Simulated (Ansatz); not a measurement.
# SiH2S: basis-set convergence

One table from this session's results is given with a row withheld; the runs are named, their logs left out.

Method: one geometry, several basis sets; program: Ansatz 0.2.0, Gaussian basis.

Plan: PBE0-D4/def2-SVP; ωB97M-V/def2-SVP; PBE0-D4/def2-QZVPP; ωB97M-V/def2-QZVPP; CCSD(T)/cc-pV(D+d)Z; CCSD(T)/cc-pV(T+d)Z; CCSD(T)/cc-pV(Q+d)Z; the functionals' def2-TZVPP values are taken from earlier runs.

## The geometry

All runs share one geometry, relaxed beforehand with PBE0-D4 in a triple-zeta def2 set.

SMILES `[SiH]S`, 4 atoms, charge 0, spin multiplicity 1.

Atoms are counted from 1 here; the program's logs count them from 0.

Bond lengths: Si1–S2 2.115 Å, Si1–H3 1.525 Å, S2–H4 1.346 Å. Angles: S2–Si1–H3 89.3°, Si1–S2–H4 97.5°.

Coordinates:

```xyz
4

Si   -0.2628   -1.0744    0.1611
S     0.1905    0.9588   -0.2066
H     1.0175   -1.1908    0.9814
H    -0.8897    1.2460   -0.9562
```

The first run:

in.yaml

```yaml
crystal:
  periodic: [false, false, false]
  atoms:
    - {symbol: Si, position_ang: [-0.262757, -1.074443, 0.161085]}
    - {symbol: S, position_ang: [0.190500, 0.958847, -0.206590]}
    - {symbol: H, position_ang: [1.017471, -1.190823, 0.981388]}
    - {symbol: H, position_ang: [-0.889714, 1.246019, -0.956184]}
basis:
  gaussian: {orbitals: def2-SVP}
hamiltonian: {xc: pbe0, dispersion: d4}
output: {orbitals: {seedname: orbitals}}
```

The run is started by

```bash
$ ansatz run in.yaml --threads 2 --pin off --events-out ev --progress --plain --max-ram 32768MiB --backend cpu
```

Among the steps run: PBE0-D4 in def2-SVP; ωB97M-V in def2-SVP; PBE0-D4 in def2-QZVPP; ωB97M-V in def2-QZVPP.

One of the session's tables, all rows but one given; the rest of the session is left out.

It belongs to the step «Density functionals: the series». 

| functional | basis | HOMO (eV) | LUMO (eV) |
| --- | --- | --- | --- |
| PBE0-D4 | def2-SVP | -6.83 | -2.44 |
| PBE0-D4 | def2-TZVPP | ? | ? |
| PBE0-D4 | def2-QZVPP | -6.90 | -2.53 |
| ωB97M-V | def2-SVP | -8.83 | -0.36 |
| ωB97M-V | def2-TZVPP | -8.92 | -0.51 |
| ωB97M-V | def2-QZVPP | -8.95 | -0.59 |

Q: Estimate the row for PBE0-D4, def2-TZVPP from the others.

The run gave: HOMO (eV): -6.88; LUMO (eV): -2.50. In the column «HOMO (eV)» it lies between PBE0-D4, def2-QZVPP (-6.90) and PBE0-D4, def2-SVP (-6.83).
